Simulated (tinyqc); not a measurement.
Inside a calculation. Method: harmonic frequencies on the UHF/sto-3g surface (energies and gradients from PySCF), for H2O+, spin multiplicity 2. One step of it, computed by the program tinyqc.

Question. One row of the Hessian: 1Oy. Displace 1Oy by +/-0.01 bohr; H(k, :) = (g(+) - g(-)) / (2 delta).

optimised positions (bohr), order 1O, 2H, 3H:
$$\begin{pmatrix}
-0.092770 & 0.025424 & 0.046092 \\
0.022163 & 1.607099 & 1.184025 \\
0.117850 & -1.585280 & 1.128261
\end{pmatrix}$$

gradient at +delta (hartree/bohr), order 1O, 2H, 3H:
$$\begin{pmatrix}
-0.00021429 & 0.00723509 & 0.00014398 \\
-0.00026031 & -0.00361122 & -0.00258877 \\
0.00047460 & -0.00362387 & 0.00244479
\end{pmatrix}$$

gradient at -delta (hartree/bohr), order 1O, 2H, 3H:
$$\begin{pmatrix}
0.00023583 & -0.00723700 & 0.00000266 \\
0.00025407 & 0.00350814 & 0.00251319 \\
-0.00048990 & 0.00372885 & -0.00251584
\end{pmatrix}$$

Give: row of the Hessian.

Answer.

row of the Hessian (hartree/bohr^2): 1Ox -0.022506, 1Oy 0.723605, 1Oz 0.007066, 2Hx -0.025719, 2Hy -0.355968, 2Hz -0.255098, 3Hx 0.048225, 3Hy -0.367636, 3Hz 0.248032
